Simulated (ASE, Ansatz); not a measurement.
fcc Pd: properties by level of theory

Reference values: lattice constant a 3.876 Å (measured, static lattice: zero-point anharmonic expansion removed; as tabulated in Mejia-Rodriguez and Trickey (2018), arXiv:1807.09216); bulk modulus 195 GPa (measured, zero-point energy and finite temperature contributions removed, our sources range from 187 to 198; as tabulated in doi:10.1021/acs.jctc.3c00612).

| level (code) | lattice parameter a (Å) | bulk modulus (GPa) |
|---|---|---|
| EMT (ASE) | 3.879 | 179 |
| LDA (Ansatz) | 3.840 | 227 |
| PBE-D3(BJ) (Ansatz) | 3.890 | 193 |

Differences from the reference values (errors of the level alone only where the reference is corrected to a static lattice):

| level | lattice constant a (%) | bulk modulus (%) |
|---|---|---|
| EMT | +0.08 | -8.2 |
| LDA | -0.93 | +16.4 |
| PBE-D3(BJ) | +0.36 | -1.0 |

Nearest: lattice constant a, EMT; bulk modulus, PBE-D3(BJ).

Empirical potentials (EMT) are fitted to chosen data: where that held the value shown, agreement is built in, and what lay outside the fit can be far off.

Ansatz's density-functional and Hartree–Fock values are scalar-relativistic unless marked +SOC, with PAW data made under PBE.

Differences are worked out from the printed values.

Ansatz is a first-principles code.
